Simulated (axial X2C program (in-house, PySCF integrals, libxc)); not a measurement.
**How long does BO take?**

A bond scan computed with an in-house all-electron X2C program for linear molecules (integrals from PySCF). Basis: O dyall-av3z [7s6p3d2f], B dyall-v3z [7s6p2d1f] (cores contracted in-house).

Input file and command:
```json
{"zs": [8, 5], "q": 0, "bas": ["dyall-av3z", "dyall-v3z"], "levels": ["PBE0", "HF", "PBE"], "cc": true, "r0": 1.35, "thr": -2.0, "nmax": 90, "npts": 10, "nst": 2, "ntry": 6}
```
```bash
python so2c.py task.json out
```

Keys: zs atomic numbers; q charge; bas basis sets; levels methods; cc coupled cluster on or off; r0 starting distance in Å; thr threshold in hartree for freezing inner shells (an s shell follows its p shell); nmax most natural virtual spinors; npts points on the curve; nst determinants followed; ntry starts of the search. HF also brings MP2.

Hardware: 1 thread of Intel(R) Xeon(R) Processor @ 2.30GHz, on a shared host.

Wall time of one point of each curve, integrals apart:

| Hamiltonian | level | points | seconds a point |
| --- | --- | --- | --- |
| spin-free | PBE0 | 10 | 0.17 |
| spin-free | HF | 10 | 0.07 |
| spin-free | CCSD(T) (9 electrons, 89 virtuals) | 7 | 3.4 |
| spin-free | PBE | 10 | 0.15 |
| 2c | PBE0 | 10 | 0.18 |
| 2c | HF | 10 | 0.1 |
| 2c | CCSD(T) (9 electrons, 89 virtuals) | 7 | 3.4 |
| 2c | PBE | 10 | 0.15 |

The rest:

Search with its distance optimisation 4.1 s, atoms 5.2 s, whole task 65 s. Coupled cluster runs on the points near the minimum only. The program drops outer points, and coupled cluster, when its time limit (not in the input) nears; MP2, further determinants and curves that did not converge are not in the table.
